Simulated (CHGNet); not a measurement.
Chalcopyrite CdGeAs₂

The numbers are results of the machine-learned potential CHGNet 0.3.0 (trained on PBE and PBE+U data), not measurements.

Cell: relaxed at this level.

For chalcopyrite CdGeAs₂, the lattice constant a is 6.044 Å. The c axis length is 11.592 Å.

Measured, for comparison: lattice constant a 5.943 Å, lattice parameter c 11.216 Å (298 K, no zero-point or thermal correction; as tabulated in Abstract on Scilit: Piezoelectric nonlinear optic CuGaSe2 and CdGeAs2: Crystal …). Computed (rounded) less measured: lattice constant a +1.7 %, lattice parameter c +3.4 %.

A machine-learned potential is trained on density-functional data: it inherits that level's misses and adds fitting errors of its own.

Note: the model gives imaginary modes for this phase (in the spectrum interpolated from a supercell); the model's elastic tensor is not positive definite here; this model's volume lies 7 % above that of the starting cell (a measured, published or database cell).
